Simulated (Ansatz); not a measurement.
## Which is lower?

Two relaxed structures of CH$_{3}$OS, doublet (PBE0-D4/def2-TZVP; forces vanish, vibrations not checked).

A:

```csv
atom,x (Å),y (Å),z (Å)
O1,0.5022,0.2427,-1.2852
C2,-0.0279,-0.4657,-0.2806
S3,-0.7262,0.9250,0.6957
H4,0.6829,-1.0262,0.3385
H5,-0.8976,-1.0846,-0.5467
H6,0.4665,1.4088,1.0783
```

B:

O1  (0.797, 0.169, -1.249)
C2  (-0.080, -0.266, -0.302)
S3  (-0.786, 0.918, 0.733)
H4  (1.083, -0.584, -1.775)
H5  (-0.696, -1.131, -0.529)
H6  (0.364, 1.422, 1.224)
(Å)

Ansatz 0.2.0; basis: def2-TZVPP; cores frozen in the correlated methods; orbitals are unrestricted. B3LYP uses VWN-RPA correlation.

Task: Which structure is lower at CCSD(T), and by how much? (Judge from chemistry; the value comes from the calculation.)

Result: By the calculation: B, by 43.4 kJ/mol (electronic energy, against the other). By their contacts, A is CH₃OS ([O][CH2][SH]) and B is CH₃OS ([OH][CH][SH]).

All methods give the same order:

```
   method  E(B) − E(A) (kJ/mol)
   PBE-D4                 -34.2
r2SCAN-D4                 -38.4
  PBE0-D4                 -41.5
 B3LYP-D4                 -35.8
  wB97M-V                 -44.1
       HF                 -16.4
      MP2                 -70.2
     CCSD                 -43.3
  CCSD(T)                 -43.4
```

T1 diagnostic: at most 0.028. ⟨S²⟩ of the unrestricted Hartree–Fock references: 0.77 (a pure state has 0.75).

Labels in which every atom is bracketed show which atoms are joined, not bond orders.

For scale, one of the runs: CCSD(T)/def2-TZVPP, 146 basis functions, launched by `ansatz run in.yaml --threads 2 --pin off --events-out ev --progress --plain --max-ram 4352MiB`. Hardware: 2 CPU threads of an Arm Neoverse V2, shared host. Wall time 59 s; peak host memory 2.1 GiB.
